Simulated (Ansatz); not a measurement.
Cubic Cu₃N, treated with PBE (plane waves, PAW; Ansatz, an electronic-structure program).

Settings: plane-wave cutoff 520 eV, 10×10×10 k mesh, Fermi–Dirac smearing 0.01 eV, no spin polarisation, scalar-relativistic PAW data made under PBE.

Computed at the level's own relaxed cell.

Question: Give the computed lattice constant a and bulk modulus B0.

Answer: 
* **lattice constant a**: 3.828 Å
* **bulk modulus B0**: 116 GPa

Note: the bulk modulus is −V dP/dV from two relaxed cells at ±2 % in volume.

Computed values are for the static lattice.

Computing time: around 25 core-seconds (rough).
